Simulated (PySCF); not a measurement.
# CCl4: the cost of one run

The runs use PySCF 2.14.0; levels as typed in each script, gas phase, geometry from GFN2-xTB.

## Step 1: The starting structure

5 atoms, charge 0, spin multiplicity 1.

Bond lengths: Cl1–C2 1.769 Å, C2–Cl3 1.769 Å, C2–Cl4 1.769 Å, C2–Cl5 1.769 Å. Angles: Cl1–C2–Cl3 109.5°, Cl1–C2–Cl4 109.5°, Cl1–C2–Cl5 109.5°, Cl3–C2–Cl4 109.5°, Cl3–C2–Cl5 109.5°, Cl4–C2–Cl5 109.4°.

As a file:

```
Cl    1.02148   -1.42151    0.25565
C     0.00021   -0.00004    0.00011
Cl    1.02121    1.42171   -0.25568
Cl   -1.02137   -0.25580   -1.42136
Cl   -1.02140    0.25562    1.42136
```

## Step 2: Removing and adding an electron (LDA (SVWN)/def2-svp)

File input.py:

```python
import numpy as np
from pyscf import gto, scf, dft
from pyscf.scf import atom_ks, atom_hf
from scipy.linalg import block_diag

def solve(mol, dm0=None, hcore=None):
    mf = (dft.UKS if mol.spin else dft.RKS)(mol, xc='svwn')
    mf.grids.level = 3
    mf = mf.density_fit(auxbasis='def2-universal-jkfit')
    mf.conv_tol, mf.max_cycle = 1e-8, 80
    if hcore is not None:
        mf.get_hcore = lambda *args: hcore
    mf.kernel(dm0)
    if not mf.converged:
        mf = mf.newton().run(mf.mo_coeff, mf.mo_occ, max_cycle=30)
    assert mf.converged, 'SCF not converged'
    return mf

mol = gto.M(atom='''
Cl     1.02148    -1.42151     0.25565
C      0.00021    -0.00004     0.00011
Cl     1.02121     1.42171    -0.25568
Cl    -1.02137    -0.25580    -1.42136
Cl    -1.02140     0.25562     1.42136
''', basis='def2-svp', charge=0, spin=0, verbose=4)
mf = solve(mol)
out = dict(e0=mf.e_tot, dm0=mf.make_rdm1(), c=mf.mo_coeff, occ=mf.mo_occ, eps=mf.mo_energy)
for name, dq, spin in [('cation', 1, 1), ('anion', -1, 1)]:
    ion = mol.copy().set(charge=mol.charge + dq, spin=spin).build()
    mi = solve(ion)
    if spin and dq > 0 and mol.nao < 130:
        c, _, stable, _ = mi.stability(return_status=True)
        if not stable:
            mi = solve(ion, mi.make_rdm1(c, mi.mo_occ))
    print(name, 'vertical energy change / eV', (mi.e_tot - mf.e_tot) * 27.211386)
    out.update({'e_' + name: mi.e_tot, 'dm_' + name: mi.make_rdm1(), 's2_' + name: mi.spin_square()[0], 'eps_' + name: mi.mo_energy, 'occ_' + name: mi.mo_occ})
# spherically averaged free atoms, for the promolecule
atm = atom_ks.get_atm_nrks(mol, xc='svwn')
pro = block_diag(*[(atm[a[0]][2] * atm[a[0]][3]) @ atm[a[0]][2].T for a in mol._atom])
np.savez('result.npz', pro=pro, **out)
```

The run is started by

```console
$ OMP_NUM_THREADS=1 python input.py
```

What time and memory should one allow on 1 thread of Arm Neoverse V1, shared host?

About 2.5 min, with a peak of 0.24 GiB.
